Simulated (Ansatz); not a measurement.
**AlH4 (doublet): the correlation ladder, def2-QZVPP**

An exercise on one series of results from a longer session: the logs are not shown, and one member is left open.

Computed with Ansatz 0.2.0, Gaussian basis. Level: def2-QZVPP, core rule «outside noble gas», up to 5 orbitals frozen.

The runs, in order: UHF; ROHF; CCSD(T) on UHF.

2 further runs of the same task are left out: 2 set aside as unsound or not needed.

## The system

The geometry is a PBE0/def2-TZVP stationary point (not a proven minimum).

5 atoms, charge 0, spin multiplicity 2.

Atoms are counted from 1 here; the program's logs count them from 0.

Bond lengths: Al1–H4 1.595 Å, Al1–H5 1.595 Å, H2–H3 0.766 Å. Angles: H4–Al1–H5 120.0°.

The first run:

in.yaml

```yaml
crystal:
  periodic: [false, false, false]
  atoms:
    - {symbol: Al, position_ang: [-0.059867, 0.000147, -0.132768]}
    - {symbol: H, position_ang: [0.448722, 0.001802, 1.985772]}
    - {symbol: H, position_ang: [-0.317066, -0.008906, 1.956389]}
    - {symbol: H, position_ang: [0.733301, 1.383310, -0.188797]}
    - {symbol: H, position_ang: [0.737612, -1.380129, -0.199290]}
basis:
  gaussian: {orbitals: "def2-QZVPP.json"}
magnetization: {spin_polarized: true, initial_magnetization: 1}
hamiltonian: {xc: hf}
output: {orbitals: {seedname: orbitals}}
```

Run with:

```sh
$ ansatz run in.yaml --threads 1 --pin off --events-out ev --progress --plain --max-ram 2393MiB
```

Steps of the session up to this table: UHF; ROHF; CCSD(T) on UHF.

One of the session's tables, all rows but one given; the rest of the session is left out.

It belongs to the step «Misses and costs». 

| method | from UCCSD(T) (meV) |
| --- | --- |
| ROHF | +3786.9 |
| UHF | +3762.6 |
| UMP2 | +734.8 |
| UCCSD | ? |
| UCCSD(T) | 0 |

**Question.** Estimate the row for UCCSD.

The run gave: from UCCSD(T) (meV): +65.6. In the column «from UCCSD(T) (meV)» it lies between UCCSD(T) (0) and UMP2 (+734.8).
